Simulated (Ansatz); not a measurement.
**SiO (quintet): the correlation ladder, cc-pVTZ**

How much of the correlation energy of SiO (quintet) does each wave-function method recover here?

Computed with Ansatz 0.2.0, Gaussian basis. Level: cc-pVTZ, core rule «outside noble gas», up to 6 orbitals frozen.

The runs, in order: UHF; CCSD(T) on ROHF; CCSD(T) on UHF; BCCD(T) on ROHF; CISD; CCSDT(Q) on ROHF; CCSDT(Q) on UHF; CASSCF and MRCISD+Q, 10 electrons in 8 orbitals; CASSCF and NEVPT2, 10 electrons in 8 orbitals.

21 further runs of the same task are left out: 7 that didn't finish, 14 set aside as unsound or not needed.

**1. The geometry**

The geometry is a PBE0/def2-TZVP stationary point (not a proven minimum) of the parent state, kept for this charge and spin.

2 atoms, charge 0, spin multiplicity 5.

Atoms are counted from 1 here; the program's logs count them from 0.

Bond lengths: Si1–O2 1.724 Å.

**2. UHF**

in.yaml reads:

```yaml
crystal:
  periodic: [false, false, false]
  atoms:
    - {symbol: Si, position_ang: [0.000000, 0.000000, 0.000000]}
    - {symbol: O, position_ang: [0.000000, 0.000000, 1.723500]}
basis:
  gaussian: {orbitals: cc-pVTZ}
magnetization: {spin_polarized: true, initial_magnetization: 4}
hamiltonian: {xc: hf}
output: {orbitals: {seedname: orbitals}}
```

On the command line:

```console
$ ansatz run in.yaml --threads 1 --pin off --events-out ev --progress --plain --max-ram 2393MiB
```

Further steps of the session: CCSD(T) on ROHF; CCSD(T) on UHF; BCCD(T) on ROHF; CISD; CCSDT(Q) on ROHF; CCSDT(Q) on UHF; CASSCF and MRCISD+Q, 10 electrons in 8 orbitals; CASSCF and NEVPT2, 10 electrons in 8 orbitals.

Before running them: what should the planned runs give, taken together? Wanted: UCCSDT(Q) below the RHF energy; RMP2 from UCCSDT(Q); UMP2 from UCCSDT(Q); RCCSD from UCCSDT(Q); RCCSD(T) from UCCSDT(Q); UCCSD(T) from UCCSDT(Q); RCCSDT(Q) from UCCSDT(Q); NEVPT2 valence from UCCSDT(Q); MRCISD+Q valence from UCCSDT(Q).

**Answer**, as computed:

| quantity | value |
| --- | --- |
| UCCSDT(Q) below the RHF energy | -7.2394 eV |
| RMP2 from UCCSDT(Q) | +19.36 kcal/mol |
| UMP2 from UCCSDT(Q) | +19.44 kcal/mol |
| RCCSD from UCCSDT(Q) | +6.78 kcal/mol |
| RCCSD(T) from UCCSDT(Q) | +0.98 kcal/mol |
| UCCSD(T) from UCCSDT(Q) | +0.92 kcal/mol |
| RCCSDT(Q) from UCCSDT(Q) | +0.16 kcal/mol |
| NEVPT2 valence from UCCSDT(Q) | +27.35 kcal/mol |
| MRCISD+Q valence from UCCSDT(Q) | +3.06 kcal/mol |
| levels within 1 kcal/mol (43 meV) | RCCSD(T), UCCSD(T), RCCSDT, UCCSDT, RCCSDT(Q) |
| T1 diagnostic | 0.031 |
| effectively unpaired electrons | 4.00 |

**Reading.** RCCSD(T) misses by +0.98 kcal/mol, 0.6 % of the correlation energy. One determinant dominates. Of the multireference levels listed MRCISD+Q valence comes nearest in total energy (+3.06 kcal/mol), which doesn't show that its space is the better one. These misses are within one basis, not against nature; the frozen cores of restricted and unrestricted runs differ, which can shift their rows.
